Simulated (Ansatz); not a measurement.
The cation of toluene, C7H8 at the neutral geometry.

```yaml
crystal:
  periodic: [false, false, false]
  atoms:
    - {symbol: C, position_ang: [-0.459439, -0.228384, 2.158252]}
    - {symbol: C, position_ang: [-0.162402, -0.084760, 0.696537]}
    - {symbol: C, position_ang: [0.608676, -1.030261, 0.027062]}
    - {symbol: C, position_ang: [0.909185, -0.884263, -1.318689]}
    - {symbol: C, position_ang: [0.439237, 0.214264, -2.022231]}
    - {symbol: C, position_ang: [-0.334012, 1.162018, -1.368482]}
    - {symbol: C, position_ang: [-0.631344, 1.010772, -0.023020]}
    - {symbol: H, position_ang: [-0.451713, -1.275838, 2.464949]}
    - {symbol: H, position_ang: [0.288708, 0.295161, 2.761814]}
    - {symbol: H, position_ang: [-1.434139, 0.194001, 2.409968]}
    - {symbol: H, position_ang: [0.977313, -1.895503, 0.569009]}
    - {symbol: H, position_ang: [1.510135, -1.634442, -1.820484]}
    - {symbol: H, position_ang: [0.669948, 0.328700, -3.075063]}
    - {symbol: H, position_ang: [-0.711336, 2.022416, -1.909828]}
    - {symbol: H, position_ang: [-1.240816, 1.755320, 0.479508]}
basis:
  gaussian: {orbitals: def2-TZVPP}
total_charge: 1
magnetization: {spin_polarized: true, initial_magnetization: 1}
hamiltonian: {xc: {name: B2PLYP}}
```

```sh
$ ansatz run in.yaml --threads 2 --pin off --events-out ev --progress --plain --max-ram 32768MiB --backend cuda --devices 0, --max-vram 18GiB
```

It prints (some lines left out):

```
Functional definition: B2PLYP
1961 factors; integrals over basis functions are off by at most 1.0e-3 eV
mean field evaluation 1: about -7357.2068 eV, gradient 4.5e1 eV
mean field evaluation 2: about -7357.4476 eV, gradient 4.4e1 eV
mean field evaluation 4: about -7367.0353 eV, gradient 4.3e0 eV
mean field evaluation 8: about -7367.1499 eV, gradient 8.0e-1 eV
mean field evaluation 16: about -7367.1571 eV, gradient 1.3e-2 eV
mean field evaluation 32: about -7367.1571 eV, gradient 1.8e-4 eV
mean field -7367.15707972 eV, -270.7380290414 hartree, gradient 6.5e-6 eV, S^2 0.781141; 2 other end points of the search recorded, 0 dependent functions left out
7 core orbitals not correlated: weight in the atoms' cores, before any rotation towards them, 1.000 or more for the frozen orbitals, at most 0.000 for the correlated occupied ones
reference -7367.15725899 eV, -270.7380356292 hartree; 18, 17 occupied and 304, 305 virtual orbitals, 1961 factors
second order -35.34512240 eV of doubles, -0.00000000 eV of singles
Total energy: -7376.70044203 eV, -271.0887411376 hartree
```

Hardware: 2 threads of an AMD EPYC 7R13 on a shared host and a share of an NVIDIA H100 80 GB. Wall time 15 s, peak host memory 1.6 GiB.
